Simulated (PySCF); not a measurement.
PySCF input (HF/6-31G*):

```python
import numpy as np, basis_set_exchange as bse
from pyscf import gto, scf, dft, df
from pyscf.prop.nmr import rhf as nmr

basis = {'C': gto.basis.parse(bse.get_basis('6-31G*', elements=['C'], fmt='nwchem')), 'H': gto.basis.parse(bse.get_basis('6-31G*', elements=['H'], fmt='nwchem'))}
mol = gto.M(
    atom='''
    C    -0.00000000    0.00000000   -0.00000000
    H     0.62054657    0.62688914    0.63896175
    H    -0.64285838   -0.62489528    0.61852983
    H     0.63693263   -0.63278043   -0.61664082
    H    -0.61462083    0.63078657   -0.64085076
    ''',
    basis=basis,
    charge=0,
    verbose=4,
    max_memory=2160,
)
mf = scf.RHF(mol)
mf.conv_tol = 1e-9
mf.max_cycle = 100
print('smallest overlap eigenvalue', np.linalg.eigvalsh(mol.intor('int1e_ovlp'))[0])
mf.kernel()
dip = mf.dip_moment()
n = nmr.NMR(mf)
n.verbose = 2
n.max_cycle_cphf = 60
sigma = n.kernel()
for i, x in enumerate(sigma):
    print(mol.atom_symbol(i), i + 1, round(x.trace() / 3, 3))
```

Output:

```
PySCF version 2.14.0

[INPUT] verbose = 4
[INPUT] num. atoms = 5
[INPUT] num. electrons = 10
[INPUT] charge = 0
[INPUT] spin (= nelec alpha-beta = 2S) = 0
[INPUT] symmetry False subgroup None
[INPUT] Mole.unit = angstrom
[INPUT] Symbol           X                Y                Z      unit          X                Y                Z       unit  Magmom
[INPUT]  1 C      0.000000000000   0.000000000000   0.000000000000 AA    0.000000000000   0.000000000000   0.000000000000 Bohr   0.0
[INPUT]  2 H      0.620546570000   0.626889140000   0.638961750000 AA    1.172663064838   1.184648785064   1.207462711573 Bohr   0.0
[INPUT]  3 H     -0.642858380000  -0.624895280000   0.618529830000 AA   -1.214826275082  -1.180880935733   1.168851978574 Bohr   0.0
[INPUT]  4 H      0.636932630000  -0.632780430000  -0.616640820000 AA    1.203628230499  -1.195781709685  -1.165282267027 Bohr   0.0
[INPUT]  5 H     -0.614620830000   0.630786570000  -0.640850760000 AA   -1.161465039153   1.192013860354  -1.211032423119 Bohr   0.0

nuclear repulsion = 13.4453507450257
number of shells = 14
number of NR pGTOs = 43
number of NR cGTOs = 22
basis = {'C': [[0, [3047.52488, 0.001834737132], [457.369518, 0.01403732281], [103.948685, 0.06884262226], [29.2101553, 0.2321844432], [9.28666296, 0.4679413484], [3.16392696, 0.3623119853]], [0, [7.86827235, -0.1193324198], [1.88128854, -0.1608541517], [0.544249258, 1.143456438]], [0, [0.1687144782, 1.0]], [1, [7.86827235, 0.06899906659], [1.88128854, 0.316423961], [0.544249258, 0.7443082909]], [1, [0.1687144782, 1.0]], [2, [0.8, 1.0]]], 'H': [[0, [18.73113696, 0.03349460434], [2.825394365, 0.2347269535], [0.6401216923, 0.8137573261]], [0, [0.1612777588, 1.0]]]}
ecp = {}
smallest overlap eigenvalue 0.02046683358020633

******** <class 'pyscf.scf.hf.RHF'> ********
method = RHF
initial guess = minao
damping factor = 0
level_shift factor = 0
DIIS = <class 'pyscf.scf.diis.CDIIS'>
diis_start_cycle = 1
diis_space = 8
diis_damp = 0
SCF conv_tol = 1e-09
SCF conv_tol_grad = None
SCF max_cycles = 100
direct_scf = True
direct_scf_tol = 1e-13
Set gradient conv threshold to 3.16228e-05
Initial guess from minao.
init E= -40.0110341767524
  HOMO = -0.472674835486225  LUMO = 0.178731327022097  gap/eV = 17.72566
cycle= 1 E= -40.187364348936  delta_E= -0.176  |g|= 0.149  |ddm|= 1.48
  HOMO = -0.546302659754765  LUMO = 0.250737052671793  gap/eV = 21.68856
cycle= 2 E= -40.1943353842344  delta_E= -0.00697  |g|= 0.0335  |ddm|= 0.112
  HOMO = -0.544487237759037  LUMO = 0.256124417972527  gap/eV = 21.78575
cycle= 3 E= -40.194755466344  delta_E= -0.00042  |g|= 0.00213  |ddm|= 0.0334
  HOMO = -0.54461602581856  LUMO = 0.25619277409242  gap/eV = 21.79112
cycle= 4 E= -40.1947581931557  delta_E= -2.73e-06  |g|= 0.000416  |ddm|= 0.00675
  HOMO = -0.544820203687894  LUMO = 0.256114463697746  gap/eV = 21.79454
cycle= 5 E= -40.1947582437267  delta_E= -5.06e-08  |g|= 7.43e-05  |ddm|= 0.000661
  HOMO = -0.544810753367453  LUMO = 0.25611388051105  gap/eV = 21.79427
cycle= 6 E= -40.1947582471125  delta_E= -3.39e-09  |g|= 1.45e-05  |ddm|= 0.000209
  HOMO = -0.544812284128288  LUMO = 0.256111516027131  gap/eV = 21.79425
cycle= 7 E= -40.1947582472121  delta_E= -9.96e-11  |g|= 6.56e-07  |ddm|= 3.31e-05
  HOMO = -0.544812200935858  LUMO = 0.25611162014022  gap/eV = 21.79425
Extra cycle  E= -40.1947582472122  delta_E= -1.28e-13  |g|= 1.48e-07  |ddm|= 8.71e-07
converged SCF energy = -40.1947582472122
Dipole moment(X, Y, Z, Debye):  0.00000, -0.00000, -0.00000
C 1 200.23
H 2 32.214
H 3 32.214
H 4 32.214
H 5 32.214
```
